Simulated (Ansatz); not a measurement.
# triplet O₂: levels of theory in one basis

```yaml
atoms:
  - { symbol: O, position_ang: [0.0000, 0.0000, 0.0000] }
  - { symbol: O, position_ang: [0.0000, 0.0000, 1.3600] }
```

Basis set: def2-SVP (spherical functions). Frozen core: 2 orbitals. Correlation on ROHF uses semicanonical orbitals with singles. Charge 0, multiplicity 3.

Computed with Ansatz (development build ahead of 0.2.0); each method stands on the lowest determinant of its kind that the runs found.

```json
{"method": "ROHF", "E − E(ROHF) (eV)": "0.00", "<S²> of the determinant": "2.00"}
{"method": "UHF", "E − E(ROHF) (eV)": "-0.34", "<S²> of the determinant": "2.02"}
{"method": "UHF-MP2", "E − E(ROHF) (eV)": "-9.01", "<S²> of the determinant": "2.02"}
```

(1) What does ROHF-MP2 give on the same scale?

(2) Is a single determinant a sound starting point here?

Answers

(1) -8.90 eV.

(2) Only with care. Unrestricted orbitals gain 0.34 eV and <S²> is 2.02 against 2.00 for a pure state, but bonds are stretched.

Caution for ROHF-MP2, UHF-MP2: bonds are stretched, where a single reference can fail.
